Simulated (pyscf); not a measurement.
## Four-centre exchange: H₂N–B(Cl)–Cl + hydrogen fluoride (HF) -> H₂N–B(F)–Cl + hydrogen chloride (HCl)

Gas phase, singlet surface, charge 0. Bonds broken: B2–Cl3, F7–H8. Bonds formed: B2–F7, Cl3–H8. Optimised with ωB97X-D3(BJ)/def2-SVP in PySCF. Correlated levels are frozen-core, on RHF or UHF. ΔMP2 is the change of the MP2 total energy from the triple- to the quadruple-zeta basis.

Transition state (Å):

```xyz
8

N     -0.0254    -0.6402    -0.8299
B     -1.2618    -0.3156    -0.2458
Cl    -1.1871     0.0212     1.8390
Cl    -2.3477     0.8686    -0.9878
H      0.3802    -0.0271    -1.5243
H      0.6374    -1.2592    -0.3814
F     -2.0795    -1.6263     0.1831
H     -1.9505    -1.2438     1.2101
```

One imaginary mode, 768i cm⁻¹; descent along it reached the two sides named.

```tsv
bond	change	reactant side (Å)	saddle	product side
B2–Cl3	breaks	1.789	2.113	3.4
F7–H8	breaks	0.929	1.103	2.098
B2–F7	forms	2.9	1.603	1.347
Cl3–H8	forms	2.298	1.606	1.286
```

Electronic energies relative to the separated reactants (kcal/mol):

```
level                             barrier  reaction energy  reverse barrier
--------------------------------  -------  ---------------  ---------------
ωB97X-D3(BJ)/def2-TZVP               23.8            -12.3             36.0
PBE/def2-TZVP                        18.7            -12.7             31.4
r²SCAN/def2-TZVP                     19.2            -13.9             33.2
B3LYP-D3(BJ)/def2-TZVP               23.2            -13.8             37.1
PBE0-D3(BJ)/def2-TZVP                21.3            -12.1             33.4
M06-2X/def2-TZVP                     22.5            -13.9             36.4
ωB97M-D3(BJ)/def2-TZVP               22.7            -13.7             36.4
HF/def2-TZVP                         39.6            -17.7             57.2
MP2/def2-QZVPP                       25.4             -9.9             35.4
CCSD/def2-TZVPP                      28.9            -13.4             42.3
CCSD(T)/def2-TZVPP                   26.2            -12.6             38.8
CCSD(T)/def2-TZVPP + ΔMP2(QZVPP)     26.5            -11.9             38.4
```

With CCSD(T)/def2-TZVPP + ΔMP2(QZVPP) energies and thermal terms (ideal gas, 1 atm, RRHO with modes under 100 cm⁻¹ raised to 100, one conformer, R ln 2 for rigid chiral ones), in kcal/mol:

```tsv
T (K)	ΔH‡	ΔG‡	ΔH	ΔG
298	24.5	33.8	-12.8	-13.4
600	24.4	43.4	-13.0	-13.9
900	24.8	52.8	-13.1	-14.3
1200	25.3	62.1	-13.0	-14.7
```

One saddle was located; it need not be the lowest between these sides. The CCSD(T) − MP2 part came from Ansatz, without density fitting, on the same reference.
